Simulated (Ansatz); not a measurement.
**Al2H4O: taking an electron away**

The task here is to estimate one member of a computed series from the others.

Program: Ansatz 0.2.0, Gaussian basis. Level of theory: unrestricted cation, the program's frozen cores in correlated methods. These are calculated values, not measurements.

Levels to be run: UKS PBE-D4/def2-TZVPP; UKS r2SCAN-D4/def2-TZVPP; UKS PBE0-D4/def2-TZVPP; UKS B3LYP-D4/def2-TZVPP; UKS wB97X-V/def2-TZVPP; UKS wB97M-V/def2-TZVPP; UKS B2PLYP/def2-TZVPP; UHF-CCSD(T)/def2-TZVPP; UHF-MP2/def2-QZVPP; extrapolation to the limit; then −ε(HOMO) from the neutral's earlier runs with LDA (SPW92), PBE-D4, revPBE-D4, BLYP-D4, r2SCAN-D4, B97M-V, PBE0-D4, B3LYP-D4, r2SCANh-D4, r2SCAN0-D4, HSE06-D4, BHLYP-D4, CAM-B3LYP-D4, LC-ωPBE, ωB97X-V, ωB97M-V.

### The relaxed structure

The geometry comes from an earlier relaxation with PBE0-D4 in a triple-zeta def2 set; it is a stationary point, not always the lowest conformer.

SMILES `[OH][AlH][AlH2]`, 7 atoms, charge 0, spin multiplicity 1.

Atoms are counted from 1 here; the program's logs count them from 0.

Bond lengths: O1–Al2 1.706 Å, O1–H4 0.957 Å, Al2–Al3 2.587 Å, Al2–H5 1.598 Å, Al3–H6 1.595 Å, Al3–H7 1.595 Å. Angles: Al2–O1–H4 123.0°, O1–Al2–Al3 113.9°, O1–Al2–H5 117.2°, Al3–Al2–H5 128.9°, Al2–Al3–H6 121.9°, Al2–Al3–H7 121.9°, H6–Al3–H7 116.2°.

The first run:

The input, in.yaml:

```yaml
crystal:
  periodic: [false, false, false]
  atoms:
    - {symbol: O, position_ang: [-1.761142, -0.901764, -0.372930]}
    - {symbol: Al, position_ang: [-0.424051, 0.060226, -0.815782]}
    - {symbol: Al, position_ang: [1.332174, 0.339367, 1.062632]}
    - {symbol: H, position_ang: [-2.486374, -1.090704, -0.967632]}
    - {symbol: H, position_ang: [-0.413066, 0.659674, -2.297365]}
    - {symbol: H, position_ang: [2.554984, -0.670254, 1.230417]}
    - {symbol: H, position_ang: [1.258574, 1.535355, 2.114761]}
basis:
  gaussian: {orbitals: def2-TZVPP}
total_charge: 1
magnetization: {spin_polarized: true, initial_magnetization: 1}
hamiltonian: {xc: pbe, dispersion: d4}
```

Run with:

```sh
> ansatz run in.yaml --threads 2 --pin off --events-out ev --progress --plain --max-ram 4352MiB
```

Steps of the session up to this table: Cation, UKS PBE-D4/def2-TZVPP; Cation, UKS r2SCAN-D4/def2-TZVPP; Cation, UKS PBE0-D4/def2-TZVPP; Cation, UKS B3LYP-D4/def2-TZVPP; Cation, UKS wB97X-V/def2-TZVPP; Cation, UKS wB97M-V/def2-TZVPP; Cation, UKS B2PLYP (frozen core)/def2-TZVPP; Cation, UHF-CCSD(T)/def2-TZVPP; Cation, UHF-MP2/def2-QZVPP.

One table of the session follows, with a row left open; its other results are not shown here.

For comparison, −ε(HOMO) of the neutral from earlier runs:

| functional | −ε(HOMO) (eV) |
| --- | --- |
| LDA (SPW92) | 5.94 |
| PBE-D4 | 5.89 |
| revPBE-D4 | 5.86 |
| BLYP-D4 | 5.77 |
| r2SCAN-D4 | 6.11 |
| B97M-V | ? |
| PBE0-D4 | 6.93 |
| B3LYP-D4 | 6.75 |
| r2SCANh-D4 | 6.49 |
| r2SCAN0-D4 | 7.06 |
| HSE06-D4 | 6.54 |
| BHLYP-D4 | 7.87 |
| CAM-B3LYP-D4 | 8.17 |
| LC-ωPBE | 9.44 |
| ωB97X-V | 9.14 |
| ωB97M-V | 8.85 |

Estimate the missing values for B97M-V.

The run gave: −ε(HOMO) (eV): 6.18. In the column «−ε(HOMO) (eV)» it lies between r2SCAN-D4 (6.11) and r2SCANh-D4 (6.49).
